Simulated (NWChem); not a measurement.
**Total energies of N (+1)**

```xyz
1

N      0.0000     0.0000     0.0000
```
Charge +1, spin multiplicity 3.

Everything below was run with NWChem.

Basis set: def2-QZVP (57 functions).

```
method                         total energy (Ha)  relative cost
-----------------------------  -----------------  -------------
UHF                                    -53.89377              1
UMP2                                   -53.97087        under 3
UB2PLYP                                -54.04054        under 3
UPBE                                   -53.99412        under 3
UB3LYP                                 -54.06804        under 3
ULC-wPBE (omega 0.3 per bohr)          -54.00923        under 3
```

Total energies of different functionals aren't comparable as a measure of quality: only differences taken within one method are. Relative cost: rough, from shared machines, SCF included, UHF = 1.

The correlated methods keep 1 core orbital frozen. B3LYP has NWChem's definition, with VWN1-RPA local correlation. GW and range-separated runs recompute their integrals, the others keep them in memory, which bears on the times. No SCF solution was tested for a lower state. Open-shell Hartree-Fock references start from PBE0 orbitals; any time given for them includes that run.
